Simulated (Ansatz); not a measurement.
# AlHP2: the cost of one run

The runs use Ansatz 0.2.0, Gaussian basis; the settings change from run to run.

30 further runs of the same task are left out: 4 for a known fault of the program, 9 that didn't finish, 17 set aside as unsound or not needed.

## (1) The system

The geometry is a PBE0/def2-TZVP stationary point (not a proven minimum).

4 atoms, charge 0, spin multiplicity 3.

Atoms are counted from 1 here; the program's logs count them from 0.

Bond lengths: Al1–P2 2.381 Å, P2–P3 2.081 Å, P2–H4 1.418 Å. Angles: Al1–P2–P3 143.2°, Al1–P2–H4 108.7°, P3–P2–H4 108.1°.

Coordinates:

```xyz
4
AlHP2
Al    0.0000   -0.2626    2.2680
P     0.0000    0.4357   -0.0079
P     0.0000   -0.2672   -1.9662
H     0.0000    1.8528   -0.0477
```

## (2) BCCD(T) on UHF/def2-SVP

The input, in.yaml:

```yaml
crystal:
  periodic: [false, false, false]
  atoms:
    - {symbol: Al, position_ang: [0.000000, -0.262630, 2.268004]}
    - {symbol: P, position_ang: [0.000000, 0.435657, -0.007922]}
    - {symbol: P, position_ang: [0.000000, -0.267170, -1.966206]}
    - {symbol: H, position_ang: [0.000000, 1.852797, -0.047687]}
basis:
  gaussian: {orbitals: def2-SVP}
magnetization: {spin_polarized: true, initial_magnetization: 2}
correlation: {method: bccd_t, electrons: valence}
accuracy: high
scf: {lower_state_search: off}
output: {forces: true}
```

On the command line:

```console
ansatz run in.yaml --threads 1 --pin off --events-out ev --progress --plain --max-ram 2393MiB
```

What time and memory should one allow on 1 thread of Arm Neoverse V2, shared host?

About 27 s, with a peak of 0.43 GiB.
